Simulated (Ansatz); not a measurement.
## Zn (model structure, started from the omega type, P6/mmm, No. 191, 3 atoms in the cell): properties by level of theory

| level (code) | lattice parameter a (Å) | lattice parameter c (Å) |
|---|---|---|
| PBE (Ansatz) | 4.467 | 2.705 |
| PBEsol (Ansatz) | 4.353 | 2.654 |
| PBE-D3(BJ) (Ansatz) | 4.372 | 2.652 |

Ansatz's density-functional and Hartree–Fock values are scalar-relativistic unless marked +SOC, with PAW data made under PBE.

Computed values are for the static lattice.

A model structure was made by putting elements into a prototype or built by hand; it is no filed structure, need not be a known phase, and can be a saddle point held by its symmetry.

Ansatz is a quantum-chemistry and plane-wave program.
